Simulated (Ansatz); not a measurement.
# H2S (singlet): wave-function methods side by side at distance S1–H3 = 1.598 Å, 6-31G

Aim: climb from Hartree-Fock through coupled cluster and multireference methods for H2S (singlet) at one geometry and basis, and see what each rung misses.

The runs use Ansatz 0.2.0, Gaussian basis; 6-31G, core rule «outside noble gas», up to 5 orbitals frozen.

Plan: UHF; CCSD(T) on RHF; BCCD(T) on RHF; CISD; CCSDT(Q) on RHF; CISDTQ; CCSDTQ on RHF; CASSCF and MRCISD+Q, 2 electrons in 2 orbitals; CASSCF and NEVPT2, 2 electrons in 2 orbitals; CASSCF and MRCISD+Q, 8 electrons in 6 orbitals; CASSCF and NEVPT2, 8 electrons in 6 orbitals; Full CI.

14 further runs of the same task are left out: 9 that didn't finish, 5 set aside as unsound or not needed. Runs told in other sessions of the task aren't counted.

## 1. What is computed

The geometry derives from a PBE0/def2-TZVP stationary point (not a proven minimum). One bond is set to the value named and the two fragments are kept rigid.

3 atoms, charge 0, spin multiplicity 1.

Atoms are counted from 1 here; the program's logs count them from 0.

Bond lengths: S1–H2 1.341 Å, S1–H3 1.598 Å. Angles: H2–S1–H3 92.3°.

Coordinates:

```
S     0.0000   -0.0602   -0.0055
H     0.0000    0.8689   -0.9727
H     0.0000    1.0468    1.1469
```

## 2. UHF

File in.yaml:

```yaml
crystal:
  periodic: [false, false, false]
  atoms:
    - {symbol: S, position_ang: [0.000000, -0.060221, -0.005477]}
    - {symbol: H, position_ang: [0.000000, 0.868930, -0.972679]}
    - {symbol: H, position_ang: [0.000000, 1.046835, 1.146925]}
basis:
  gaussian: {orbitals: 6-31G}
magnetization: {spin_polarized: true, initial_magnetization: 0}
hamiltonian: {xc: hf}
output: {orbitals: {seedname: orbitals}}
```

Run with:

```sh
$ ansatz run in.yaml --threads 1 --pin off --events-out ev --progress --plain --max-ram 2393MiB
```

The runs that follow: CCSD(T) on RHF; BCCD(T) on RHF; CISD; CCSDT(Q) on RHF; CISDTQ; CCSDTQ on RHF; CASSCF and MRCISD+Q, 2 electrons in 2 orbitals; CASSCF and NEVPT2, 2 electrons in 2 orbitals; CASSCF and MRCISD+Q, 8 electrons in 6 orbitals; CASSCF and NEVPT2, 8 electrons in 6 orbitals; Full CI.

**Question.** What will the summary of the whole plan be? Wanted: FCI from the RHF energy; RMP2 from FCI; RCCSD from FCI; RCCSD(T) from FCI; RCCSDT(Q) from FCI; NEVPT2 pair from FCI; MRCISD+Q pair from FCI; NEVPT2 valence from FCI; T1 diagnostic.

**Answer**, as computed:

| quantity | value |
| --- | --- |
| FCI from the RHF energy | -2.2405 eV |
| RMP2 from FCI | +50.2 kJ/mol |
| RCCSD from FCI | +2.6 kJ/mol |
| RCCSD(T) from FCI | +0.7 kJ/mol |
| RCCSDT(Q) from FCI | 0.0 kJ/mol |
| NEVPT2 pair from FCI | +29.9 kJ/mol |
| MRCISD+Q pair from FCI | +0.1 kJ/mol |
| NEVPT2 valence from FCI | +22.1 kJ/mol |
| levels within 1 kcal/mol (43 meV) | RCCSD, RCCSD(T), BCCD(T), RCCSDT, CISDTQ, RCCSDT(Q), RCCSDTQ, MRCISD+Q pair, MRCISD valence, MRCISD+Q valence |
| T1 diagnostic | 0.008 |
| effectively unpaired electrons | 0.04 |

RCCSD(T) lands +0.7 kJ/mol from the yardstick (0.3 % of the correlation energy). One determinant dominates. Of the multireference levels listed MRCISD+Q pair comes nearest in total energy (+0.1 kJ/mol), which doesn't show that its space is the better one. These misses are within one basis, not against nature.
